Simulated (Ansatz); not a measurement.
A made-up structure of CH3SSi, doublet:

```tsv
atom	x (Å)	y (Å)	z (Å)
C1	-0.5042	-0.9149	-0.2080
Si2	0.4933	0.4847	0.2127
S3	-1.4519	0.4765	-0.6680
H4	-0.7682	-1.9537	-0.3050
H5	-0.6357	-1.4901	0.6726
H6	0.6086	0.9785	1.6030
```

It is relaxed with PBE-D4/def2-SVP and then PBE0-D4/def2-TZVP (Ansatz 0.2.0). Atoms count as bonded within 1.22 times the sum of their covalent radii (H–H: 0.88 Å). The end point is not checked to be a true minimum.

(1) Does its bonding change? (A judgement: the text doesn't fix the answer.)

Answers

(1) The calculation gives: No: no bond forms or breaks.

Where it ends: The first stage lowers the energy by 2.58 eV in 8 steps. It ends as CH₃SSi ([CH2]1[SiH][S]1):
C1  (-0.588, -1.069, 0.057)
Si2  (0.505, 0.427, 0.127)
S3  (-1.457, 0.453, -0.576)
H4  (-0.412, -1.807, -0.719)
H5  (-1.045, -1.480, 0.952)
H6  (0.738, 1.057, 1.466)
(Å)

Labels in which every atom is bracketed show which atoms are joined, not bond orders.

For scale, one of the runs: PBE0-D4/def2-TZVP relaxation, 123 basis functions, launched by `ansatz run in.yaml --threads 2 --pin off --events-out ev --progress --plain --max-ram 4352MiB`. The run took about 19 s on 2 CPU threads of an Arm Neoverse V2 (shared host).
